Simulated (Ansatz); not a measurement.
# Al2H2 (singlet): wave-function methods side by side at scale of all distances = 0.871, 6-31G

Aim: climb from Hartree-Fock through coupled cluster and multireference methods for Al2H2 (singlet) at one geometry and basis, and see what each rung misses.

The runs use Ansatz 0.2.0, Gaussian basis; 6-31G, core rule «outside noble gas», up to 10 orbitals frozen.

The runs, in order: UHF; CCSD(T) on RHF; CCSD(T) on UHF; BCCD(T) on RHF; CISD; CCSDT(Q) on RHF; CCSDT(Q) on UHF; CCSDTQ on RHF; CASSCF and MRCISD+Q, 2 electrons in 2 orbitals; CASSCF and NEVPT2, 2 electrons in 2 orbitals; CASSCF and MRCISD+Q, 8 electrons in 10 orbitals; CASSCF and NEVPT2, 8 electrons in 10 orbitals; Full CI.

20 further runs of the same task are left out: 1 for a mislabelled method, 1 for a known fault of the program, 13 that didn't finish, 5 set aside as unsound or not needed.

### Step 1. The geometry

The geometry derives from a PBE0/def2-TZVP stationary point (not a proven minimum). All distances are scaled together.

4 atoms, charge 0, spin multiplicity 1.

Atoms are counted from 1 here; the program's logs count them from 0.

Bond lengths: Al1–Al2 2.294 Å, Al1–H3 1.408 Å, Al1–H4 1.588 Å, Al2–H4 1.650 Å. Angles: Al2–Al1–H3 148.7°, Al2–Al1–H4 46.0°, H3–Al1–H4 102.7°, Al1–Al2–H4 43.8°, Al1–H4–Al2 90.2°.

### Step 2. UHF

in.yaml

```yaml
crystal:
  periodic: [false, false, false]
  atoms:
    - {symbol: Al, position_ang: [0.000000, 0.080559, 1.101575]}
    - {symbol: Al, position_ang: [0.000000, -0.016809, -1.190570]}
    - {symbol: H, position_ang: [0.000000, -0.599424, 2.334602]}
    - {symbol: H, position_ang: [0.000000, -1.107114, 0.047697]}
basis:
  gaussian: {orbitals: 6-31G}
magnetization: {spin_polarized: true, initial_magnetization: 0}
hamiltonian: {xc: hf}
output: {orbitals: {seedname: orbitals}}
```

The run is started by

```sh
> ansatz run in.yaml --threads 1 --pin off --events-out ev --progress --plain --max-ram 2393MiB
```

After this run come: CCSD(T) on RHF; CCSD(T) on UHF; BCCD(T) on RHF; CISD; CCSDT(Q) on RHF; CCSDT(Q) on UHF; CCSDTQ on RHF; CASSCF and MRCISD+Q, 2 electrons in 2 orbitals; CASSCF and NEVPT2, 2 electrons in 2 orbitals; CASSCF and MRCISD+Q, 8 electrons in 10 orbitals; CASSCF and NEVPT2, 8 electrons in 10 orbitals; Full CI.

**Question.** What will the summary of the whole plan be? Wanted: FCI below the RHF energy; RMP2 from FCI; UMP2 from FCI; RCCSD from FCI; RCCSD(T) from FCI; UCCSD(T) from FCI; RCCSDT(Q) from FCI; UCCSDT(Q) from FCI; NEVPT2 pair from FCI.

**Answer**, as computed:

| quantity | value |
| --- | --- |
| FCI below the RHF energy | -2.6277 eV |
| RMP2 from FCI | +19.50 kcal/mol |
| UMP2 from FCI | +19.50 kcal/mol |
| RCCSD from FCI | +1.90 kcal/mol |
| RCCSD(T) from FCI | +0.61 kcal/mol |
| UCCSD(T) from FCI | +0.88 kcal/mol |
| RCCSDT(Q) from FCI | +0.05 kcal/mol |
| UCCSDT(Q) from FCI | +0.10 kcal/mol |
| NEVPT2 pair from FCI | +17.18 kcal/mol |
| NEVPT2 valence from FCI | +4.51 kcal/mol |
| MRCISD+Q valence from FCI | +0.28 kcal/mol |
| levels within 1 kcal/mol (43 meV) | RCCSD(T), UCCSD(T), BCCD(T), RCCSDT, UCCSDT, RCCSDT(Q), UCCSDT(Q), RCCSDTQ, MRCISD valence, MRCISD+Q valence |
| T1 diagnostic | 0.017 |
| effectively unpaired electrons | 0.15 |

What this shows: RCCSD(T) lands +0.61 kcal/mol from the yardstick (1.0 % of the correlation energy). One determinant dominates. Of the multireference levels listed MRCISD+Q valence comes nearest in total energy (+0.28 kcal/mol), which doesn't show that its space is the better one. These misses are within one basis, not against nature.
